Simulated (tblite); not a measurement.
C₂HCl₂ (doublet state).
Structure used (GFN2-xTB), in Å, numbered top down from 1:
```
atom  x, y, z in Å
C1    -0.7787   -0.6114   -0.2871
C2     0.3276    0.0178   -0.1934
Cl3    0.4027    1.8133   -0.2903
Cl4    1.8835   -0.6676    0.0318
H5    -1.8264   -0.5493   -0.4167
```

Method: GFN2-xTB as coded in tblite; computed harmonic values from a numerical Hessian at the method's own geometry, unscaled. This tight-binding method is rough: wavenumbers can miss measured ones by several per cent, in bad cases by 10 to 20. Open shells enter through the occupations alone, without spin polarisation, and single modes of such species can be off by tens of per cent.

Q: How many normal modes are there?

A: 5 atoms, non-linear: 3N − 6 = 9.

Q: What is the point group of the computed structure, and how do the modes divide by symmetry?

A: Cs. The vibrations span 7 a′ + 2 a″.

Q: How many distinct wavenumbers does the calculation give?

A: 9: Cs has no degenerate species.

Q: How many fundamentals are allowed in the infrared by symmetry?

A: 9 of 9: in Cs every mode is allowed. All fundamentals are allowed in the Raman spectrum.

Q: How far is the lowest real mode excited at 298.15 K, as a harmonic oscillator?

A: 242.1 cm⁻¹ is a vibrational temperature θ of 348 K. The population of v = 1 over v = 0 is exp(−θ/T) = 0.31, and the mean quantum number is 0.45.

On one thread of an Intel Xeon at 2.50 GHz, on a shared host, this took 0.2 s of wall time. The figure is for the frequency step alone.
